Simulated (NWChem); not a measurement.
Molecule: ethylamine (C$_{2}$H$_{7}$N); SMILES NCC

```xyz
10

C      0.2599    -1.2361    -0.0315
C     -0.5555     0.0424     0.0220
N      0.3032     1.2074    -0.0817
H     -0.3865    -2.1265    -0.0048
H      0.8663    -1.2666    -0.9493
H      0.9499    -1.3026     0.8263
H     -1.1931     0.0241     0.9335
H     -1.2549     0.0585    -0.8317
H     -0.2493     2.0621    -0.0738
H      0.9183     1.2617     0.7291
```
Atoms are numbered in this order, from 1.

Results from NWChem. Medium grid unless said otherwise, to which SCAN and Minnesota functionals are sensitive. Structure relaxed at the PBE0/def2-SVP level. Total energies of different functionals are on different scales.

```csv
level,energy (Ha),highest occupied level (eV),orbital gap (eV),dipole (D),relative time
"LDA (Slater exchange, VWN5)/def2-TZVPD",-134.0030,-5.51,5.18,1.26,1
PBE/def2-TZVPD,-135.0396,-5.42,5.14,1.22,1
BLYP/def2-TZVPD,-135.1536,-5.35,5.03,1.23,1
TPSS/def2-TZVPD,-135.2468,-5.52,5.43,1.23,1
r2SCAN/def2-TZVPD,-135.1383,-5.70,6.20,1.24,1
B3LYP/def2-TZVPD,-135.2339,-6.68,6.75,1.26,1
PBE0/def2-TZVPD,-135.0599,-6.89,7.26,1.26,1
M06-2X/def2-TZVPD,-135.1534,-8.36,8.89,1.29,1
CAM-B3LYP/def2-TZVPD,-135.1522,-8.36,9.30,1.30,10
Hartree-Fock/def2-TZVPD,-134.3054,-10.58,12.68,1.34,1
```

Relative times are rough (shared machine, one core).
